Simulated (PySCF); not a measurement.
## The first ionisation energy along group 13

All values are computed (PySCF 2.14, energy differences of UHF-based or UKS calculations, no spin-orbit coupling). Values in eV. The last column holds reference values (NIST; (s) semi-empirical, (t) theoretical, else measured). Unmarked ones compare directly (S terms, centres of terms, or small fine structure); those marked * lie between the lowest fine-structure levels and include a spin-orbit shift.

```
                       element                     configurations    UHF  MP2 (valence)  SCS-MP2 (valence)  CCSD (valence)  CCSD(T) (valence)   TPSS  reference
 B (pcseg-2, non-relativistic)            [He] 2s2 2p1 → [He] 2s2  8.011          8.205              8.175           8.104              8.136  8.777      8.297
Al (pcseg-2, non-relativistic)            [Ne] 3s2 3p1 → [Ne] 3s2  5.557          5.684              5.665           5.714              5.733  6.148      5.977
Ga (pcseg-2, non-relativistic)  [Ar] 3d10 4s2 4p1 → [Ar] 3d10 4s2  5.582          5.788              5.771           5.852              5.875  6.015      5.931
```

**Question.** Which of these methods has the smallest mean absolute error against the measured values here?

**Answer.** CCSD(T) (valence), with 0.153 eV.

```json
{"method": "UHF", "elements": "3", "mean error (eV)": "-0.351", "mean absolute error (eV)": "0.351", "largest error (eV)": "-0.419"}
{"method": "MP2 (valence)", "elements": "3", "mean error (eV)": "-0.176", "mean absolute error (eV)": "0.176", "largest error (eV)": "-0.292"}
{"method": "SCS-MP2 (valence)", "elements": "3", "mean error (eV)": "-0.198", "mean absolute error (eV)": "0.198", "largest error (eV)": "-0.312"}
{"method": "CCSD (valence)", "elements": "3", "mean error (eV)": "-0.178", "mean absolute error (eV)": "0.178", "largest error (eV)": "-0.262"}
{"method": "CCSD(T) (valence)", "elements": "3", "mean error (eV)": "-0.153", "mean absolute error (eV)": "0.153", "largest error (eV)": "-0.243"}
{"method": "TPSS", "elements": "3", "mean error (eV)": "0.245", "mean absolute error (eV)": "0.245", "largest error (eV)": "0.481"}
```

Errors include the incompleteness of the basis and the frozen core.

"Valence" correlates the outer s and p shells and, in groups 3 to 12 and the f block, the outer d or f shell, open or full, or the next shell where the ion has no valence electron left; the wider scheme adds the next inner shell.
